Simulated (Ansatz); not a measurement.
Task: a nudged elastic band for an internal rotation of BH₅O, SMILES [BH3-][OH2+], with Ansatz 0.2.0 through its Python package. Give the script and its output. Use (for the species named): PBE0, def2-SVP basis, multiplicity 1, D3BJ dispersion.

```tsv
atom	x (Å)	y (Å)	z (Å)
B	-0.2160	-0.4830	-0.2270
O	0.3121	0.5072	0.7304
H	0.2098	-1.5075	-0.1186
H	-1.3619	-0.5335	-0.0471
H	-0.0842	-0.0643	-1.3748
H	-0.0923	1.4040	0.5178
H	1.2938	0.6091	0.4735
```

`bh5o_neb.py`
```python
"""Barrier to internal rotation of BH5O by a nudged elastic band."""

import warnings

import ansatz as az
import numpy as np


def main() -> None:
    warnings.simplefilter("ignore", az.DeckWarning)

    system = (
        az.Crystal.molecule()
        .atom("B", (-0.216, -0.483, -0.227))
        .atom("O", (0.3121, 0.5072, 0.7304))
        .atom("H", (0.2098, -1.5075, -0.1186))
        .atom("H", (-1.3619, -0.5335, -0.0471))
        .atom("H", (-0.0842, -0.0643, -1.3748))
        .atom("H", (-0.0923, 1.404, 0.5178))
        .atom("H", (1.2938, 0.6091, 0.4735))
    )

    calculation = (
        system.calculation()
        .basis(gaussian="def2-SVP")
        .functional("PBE0", dispersion="d3bj")
    )
    symbols = [site.symbol for site in system.cartesian_sites]
    start = np.array([site.position_ang for site in system.cartesian_sites], dtype=float)
    report = calculation.relax(force_tolerance=0.005).run(threads=1).report
    end = np.array(report["positions_ang"])

    # the end point is the same minimum with the three like atoms permuted
    first, second, third = [2, 3, 4]
    turned = end.copy()
    turned[[first, second, third]] = end[[second, third, first]]
    listed = lambda xyz: [{"symbol": s, "position_ang": p.tolist()} for s, p in zip(symbols, xyz)]
    deck = calculation.input().to_dict()
    deck["crystal"]["atoms"] = listed(end)
    deck["neb"] = {"final_atoms": listed(turned), "images": 5, "initial_path": "idpp", "f_tol": 0.03, "max_iterations": 40}
    rounds = []
    band = az.Session.from_dict(deck).plan().execute(on_event=lambda e: rounds.append(e["data"]) if e["event"] == "neb_iteration" else None)
    for each in rounds:
        print(f"round {each['iteration']:2d}  largest band force {each['band_force_max_ev_ang']:.4f} eV/A")
    images = rounds[-1]["images"]
    for image in images:
        print(f"s = {image['path_coordinate_ang']:6.3f} A   {23.060548 * (image['lagrangian_ev'] - images[0]['lagrangian_ev']):8.3f} kcal/mol")


if __name__ == "__main__":
    main()
```

Output of `python bh5o_neb.py`:
```text
round  1  largest band force 0.4660 eV/A
round  2  largest band force 0.2662 eV/A
round  3  largest band force 0.1683 eV/A
round  4  largest band force 0.0416 eV/A
round  5  largest band force 0.0302 eV/A
round  6  largest band force 0.0057 eV/A
s =  0.000 A      0.000 kcal/mol
s =  0.357 A      0.207 kcal/mol
s =  0.715 A      0.609 kcal/mol
s =  1.072 A      0.804 kcal/mol
s =  1.430 A      0.607 kcal/mol
s =  1.789 A      0.205 kcal/mol
s =  2.147 A      0.000 kcal/mol
```

The energies are electronic: no zero-point or thermal terms, and the basis set is short of its limit. Run time: 72 s on 1 thread of Arm Neoverse V1, with other jobs on the host, peak memory 0.18 GiB.
